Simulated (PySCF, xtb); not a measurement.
Bonds broken one at a time in the series vinyl-X. All species are isolated molecules in the gas phase. One relaxed conformer stands for each flexible species; it need not be the lowest. Strings in code marks are SMILES.

Quantity: homolytic bond dissociation enthalpy at 298 K (no spin–orbit term), in kcal/mol. Thermal and zero-point terms are GFN2-xTB rigid-rotor harmonic values (xtb).

Level 1: BP86/6-31G* // CAM-B3LYP-D3(BJ)/def2-TZVP (PySCF)
Level 2: M06-2X/6-31G* // CAM-B3LYP-D3(BJ)/def2-TZVP (PySCF)
Level 3: PBE/6-31G* // CAM-B3LYP-D3(BJ)/def2-TZVP (PySCF)
Level 4: SVWN5/6-31G* // CAM-B3LYP-D3(BJ)/def2-TZVP (PySCF)

```csv
species,level 2,level 3,level 4
"O–C bond of `C=COC` (C–C–O–C torsion 0°), giving `C=C[O]` and `[CH3]`",68.8,64.0,86.1
```

**Question.** What does level 1 give for each?

**Answer.** 
- O–C bond of `C=COC` (C–C–O–C torsion 0°), giving `C=C[O]` and `[CH3]`: 61.8
